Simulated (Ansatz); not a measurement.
```yaml
crystal:
  periodic: [false, false, false]
  atoms:
    - {symbol: D, position_ang: [-0.945934, 0.255563, -0.690372]}
    - {symbol: Si, position_ang: [0.639184, -0.187090, 0.445913]}
    - {symbol: F, position_ang: [0.788016, -1.755477, 0.760733]}
    - {symbol: H, position_ang: [-1.717605, -0.554227, -1.108295]}
    - {symbol: H, position_ang: [-1.134765, 1.403732, -0.971403]}
    - {symbol: H, position_ang: [0.542185, 0.520404, 1.753641]}
    - {symbol: H, position_ang: [1.890119, 0.249196, -0.236117]}
basis:
  gaussian: {orbitals: def2-mTZVPP}
magnetization: {spin_polarized: true, initial_magnetization: 2}
hamiltonian: {xc: {name: r2SCANh}, pseudopotentials: {relativity: none}}
output: {forces: true}
```

```sh
$ ansatz run in.yaml --threads 2 --pin off --events-out ev --progress --plain --max-ram 4352MiB
```

(1) How does Ansatz answer? (Best estimate.)

## Answers

(1) The calculation gave: The input was rejected before any iteration.
```
Error: YAML parse error: error: line 4 column 16: `D` is not an element symbol (H … Og, case-exact)
 --> <input>:4:16
2 |   periodic: [false, false, false]
3 |   atoms:
4 |     - {symbol: D, position_ang: [-0.945934, 0.255563, -0.690372]}
5 |     - {symbol: Si, position_ang: [0.639184, -0.187090, 0.445913]}
6 |     - {symbol: F, position_ang: [0.788016, -1.755477, 0.760733]}
```
